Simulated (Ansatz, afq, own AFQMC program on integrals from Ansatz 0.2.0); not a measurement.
Integrals from Ansatz 0.2.0, then the random walk in our own AFQMC program (afq).

```yaml
crystal:
  periodic: [false, false, false]
  atoms:
    - {symbol: O, position_ang: [0.000000, 0.000000, 0.643781]}
    - {symbol: C, position_ang: [0.000000, 0.000000, -0.660640]}
    - {symbol: H, position_ang: [0.000000, -0.956723, -1.173362]}
    - {symbol: H, position_ang: [0.000000, 0.956723, -1.173362]}
basis:
  gaussian: {orbitals: cc-pVTZ}
total_charge: 1
magnetization: {spin_polarized: true, initial_magnetization: 3}
correlation: {method: ccsd_t, electrons: outside_noble_gas, hamiltonian_folder: ham}
```

```sh
$ ansatz run in.yaml --threads 1 --pin off --events-out ev --progress --plain --max-ram 16896MiB --backend cuda --devices 0, --max-vram 18GiB
```

afq runs on the folder ham with

```
--method phaseless --trial cisd --walkers 600 --populations 10 --least-time 60 --time-step 0.005 --steps-per-block 50 --equilibration-blocks 28 --max-blocks 4000 --target-error 0.0002 --factor-cut 1e-05 --start spin_pure --seed 7190 --release-times 0.24,0.51,0.99,1.62,2.4 --release-step 0.03 --release-every 3 --taylor-order 6
```

Times are imaginary, in 1/Eh. The walk had a cap of 218 s. With eight or more populations the least sampling time is a fifth of least-time, and the error comes from their spread.

Log:

```
orbitals 86  electrons 7 4  factors 511 of 511
reference energy -113.40574247 Eh
CCSD correlation -0.30995756 Eh in 11 cycles, weight of the determinant in the CISD state 0.8919
energy of the start -113.715071 Eh
 block  time / (1/Eh)  mean weight  energy / Eh
     1     0.250  0.9995  -113.715578
     2     0.500  0.9995  -113.718916
     3     0.750  0.9994  -113.721884
     4     1.000  1.0001  -113.724063
     5     1.250  1.0011  -113.724026
     8     2.000  1.0000  -113.724081
    11     2.750  0.9999  -113.725939
    26     6.500  0.9994  -113.726331
    41    10.250  0.9999  -113.726456
    56    14.000  1.0006  -113.727987
    71    17.750  1.0013  -113.726072
    86    21.500  1.0009  -113.724184
   101    25.250  1.0005  -113.724152
   116    29.000  1.0002  -113.727281
   131    32.750  0.9983  -113.726947
   146    36.500  0.9979  -113.728381
   161    40.250  0.9989  -113.726260
   176    44.000  1.0010  -113.726401
   191    47.750  0.9996  -113.725552
   206    51.500  1.0007  -113.726102
   216    54.000  1.0001  -113.722596
   221    55.250  1.0007  -113.727623
   226    56.500  0.9986  -113.729942
error from the spread of 10 populations
released: time / (1/Eh)  energy / Eh  error  mean overlap
  0.24  -113.714868  0.011629  0.9945
  0.51  -113.726390  0.000193  0.9912
  0.99  -113.726688  0.000198  0.9854
  1.62  -113.727146  0.000127  0.9741
  2.40  -113.727497  0.000403  0.9533
energy -113.725979 +/- 0.000195 Eh
(rows thinned)
```

The run passed its tests (sampling time, drift between the halves within three errors, error under three times the target), which doesn't prove that it has relaxed.

Against this walk (error 5.3 meV) on the same determinant: CCSD(T) 29.2 meV higher. The error is statistical and leaves out the bias of the constraint. None of these is a sure reference here. The released energies have errors that jump between times, so the bars are unsure (meV from the phaseless value at times in 1/Eh: 302 ± 316 at 0.24, -11 ± 5 at 0.51, -19 ± 5 at 0.99, -32 ± 3 at 1.62, -41 ± 11 at 2.40), so they give no level; they do show a bias of the constraint, and the last of them that isn't too noisy lies 61 meV below CCSD(T).

Cautions: constraint bias not in the error; lower spins were not checked.

The walk took 2.5 min on 1 × NVIDIA H100 80GB HBM3 with 2 threads of AMD EPYC 7R13 Processor (Zen 3) (shared host) (the card was shared). The log's last line is the phaseless energy.

A walk keeps the symmetry of its determinant, which the program's search chose and which needn't be the lowest solution, so a lower state of the same spin and another symmetry isn't excluded.
